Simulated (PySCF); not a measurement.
O: electron affinity

O⁻ [He] 2s2 2p5 (2P) → O [He] 2s2 2p4 (3P), as a difference of total energies. All numbers are calculated (PySCF 2.14, no relativity, point nucleus, in aug-cc-pVDZ). Correlated levels: valence: 1s2 frozen. The calculations carry no spin-orbit coupling.

```json
{"method": "UHF", "electron affinity (eV)": "-0.523", "error (eV)": "-1.984"}
{"method": "MP2 (valence)", "electron affinity (eV)": "1.269", "error (eV)": "-0.192"}
{"method": "SCS-MP2 (valence)", "electron affinity (eV)": "1.208", "error (eV)": "-0.253"}
{"method": "CCSD (valence)", "electron affinity (eV)": "1.088", "error (eV)": "-0.373"}
{"method": "CCSD(T) (valence)", "electron affinity (eV)": "1.187", "error (eV)": "-0.274"}
{"method": "CCSDT (valence)", "electron affinity (eV)": "1.199", "error (eV)": "-0.262"}
```

Reference: 1.461 eV (measured; photodetachment measurements, as compiled on the Wikipedia data page of electron affinities).

Errors of the correlated levels include the incompleteness of this basis and the frozen core.

A negative affinity means that the anion lies above the atom at that level of theory.
